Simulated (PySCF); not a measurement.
propene (C3H6), SMILES C=CC.

Coordinates come from a r2SCAN-D4/def2-TZVP optimisation.

Calculation: PBE/def2-TZVPD (PySCF).

Symmetry labels are those of the subgroup Cs that the program uses (full group Cs).

Computed valence orbital energies around the gap with their symmetry:
```json
[
 {"orbital": "HOMO−7", "symmetry": "A'", "energy (eV)": "-16.86"},
 {"orbital": "HOMO−6", "symmetry": "A'", "energy (eV)": "-13.53"},
 {"orbital": "HOMO−5", "symmetry": "A'", "energy (eV)": "-11.41"},
 {"orbital": "HOMO−4", "symmetry": "A'", "energy (eV)": "-10.22"},
 {"orbital": "HOMO−3", "symmetry": "A\"", "energy (eV)": "-10.05"},
 {"orbital": "HOMO−2", "symmetry": "A'", "energy (eV)": "-8.92"},
 {"orbital": "HOMO−1", "symmetry": "A'", "energy (eV)": "-8.26"},
 {"orbital": "HOMO", "symmetry": "A\"", "energy (eV)": "-6.25"},
 {"orbital": "LUMO", "symmetry": "A\"", "energy (eV)": "-0.67"},
 {"orbital": "LUMO+1", "symmetry": "A'", "energy (eV)": "-0.01"},
 {"orbital": "LUMO+2", "symmetry": "A'", "energy (eV)": "0.63"},
 {"orbital": "LUMO+3", "symmetry": "A'", "energy (eV)": "0.67"}
]
```
